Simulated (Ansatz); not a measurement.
## How methods differ on C4H6O2 (methyl acrylate)

The species is C4H6O2 (12 atoms), meant as a singlet with charge 0. As SMILES, `C=CC(=O)OC`. The coordinates come from a PBE0-D4/def2-TZVP relaxation. This is one conformer, not always the lowest.

```xyz
12

C    -2.1884    1.1735    0.0332
C    -0.8980    1.0686    0.3174
C    -0.1323   -0.1265   -0.0959
O    -0.5731   -1.0716   -0.6964
O     1.1476   -0.0257    0.2907
C     1.9730   -1.1298   -0.0603
H    -2.6925    0.3794   -0.5066
H    -2.7656    2.0414    0.3277
H    -0.3561    1.8382    0.8546
H     1.9983   -1.2612   -1.1431
H     2.9649   -0.8933    0.3183
H     1.5991   -2.0484    0.3945
```

Each level gives the atomisation enthalpy at 298 K (kJ/mol). The values are calculated. The thermal term (zero-point and 298 K enthalpy, harmonic and unscaled) is that of B3LYP/6-31G*; the spin-orbit lowering of the free atoms at 298 K, 0.9 kJ/mol by their spectra, is taken off.

**The experiment to reproduce.** CRC Handbook of Chemistry and Physics; in doubt, as an older value, an estimate or one at odds with other calculations gives the atomisation enthalpy at 298 K of the gas as 5007 kJ/mol.

| level | kind | program | value (kJ/mol) | computed − measured | CPU time (all runs) |
| --- | --- | --- | --- | --- | --- |
| BLYP/6-31G* (spherical functions) | GGA | Ansatz | 4983 | -24 | 5.3 s |
| revPBE/6-31G* (spherical functions) | GGA | Ansatz | 4955 | -52 | 5 s |
| B3LYP/6-31G* (spherical functions) | global hybrid | Ansatz | 4954 | -53 | 5.9 s |
| BHLYP/6-31G* (spherical functions) | global hybrid | Ansatz | 4747 | -260 | 6.3 s |
| r2SCAN0/6-31G* (spherical functions) | hybrid meta-GGA | Ansatz | 4876 | -131 | 9.6 s |
| wB97X/6-31G* (spherical functions) | range-separated hybrid | Ansatz | 4977 | -30 | 18 s |
| B2PLYP/6-31G* (spherical functions) | double hybrid | Ansatz | 4844 | -163 | 7.6 s |
| BCCD(T)/6-31G* (spherical functions) | coupled cluster or CI | Ansatz | 4553 | -454 | 38 s |

Nearest: BLYP/6-31G* (spherical functions) (-24 kJ/mol); farthest: BCCD(T)/6-31G* (spherical functions) (-454 kJ/mol). Computed less measured by kind, in kJ/mol (of the ab initio rows, those in 6-31G*): GGA -52 to -24; global hybrid -260 to -53; range-separated hybrid -30; double hybrid -163; coupled cluster or CI -454. Wave-function methods converge slowly with the basis and bind too weakly in sets of this size; that is part of their error here. CPU times are rough (shared hosts, several kinds of processor and program).
